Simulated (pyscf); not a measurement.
HO–Si(OH)(F)–F + water (H₂O) → HO–Si(OH)(F)–F + water (H₂O) (four-centre exchange; singlet surface; H–O, H–O broken, H–O, H–O formed). Structures and frequencies: ωB97X-D3(BJ)/def2-SVP in PySCF. Energies in kcal/mol from the separated reactants.

```
level                   barrier  reaction energy
----------------------  -------  ---------------
ωB97X-D3(BJ)/def2-TZVP     34.0              0.0
PBE/def2-TZVP                 …              0.0
r²SCAN/def2-TZVP           30.0              0.0
PBE0-D3(BJ)/def2-TZVP         …              0.0
M06-2X/def2-TZVP           32.8              0.0
ωB97M-D3(BJ)/def2-TZVP     33.1              0.0
```

### Question
What belongs in the gaps?

### Answer

- PBE/def2-TZVP, barrier: 27.4
- PBE0-D3(BJ)/def2-TZVP, barrier: 30.8

The functionals in the table span 6.7 kcal/mol in this barrier, from PBE to ωB97X-D3(BJ)/def2-TZVP. On the reactant side the descent ends in a bound adduct (not fully relaxed), 8.9 kcal/mol under the separated species and 43.0 kcal/mol under the saddle at ωB97X-D3(BJ)/def2-TZVP. On the product side the descent ends in a bound adduct (not fully relaxed), 8.6 kcal/mol under the separated species and 42.6 kcal/mol under the saddle at ωB97X-D3(BJ)/def2-TZVP. The same reactants have a lower exit, to HO–Si(OH)(OH)–F + HF (barrier +19.5 kcal/mol at ωB97M-D3(BJ)/def2-TZVP, against +33.1 kcal/mol here). Another saddle between the same species, by other bonds, lies lower (19.0 kcal/mol against 33.1 kcal/mol at ωB97M-D3(BJ)/def2-TZVP).
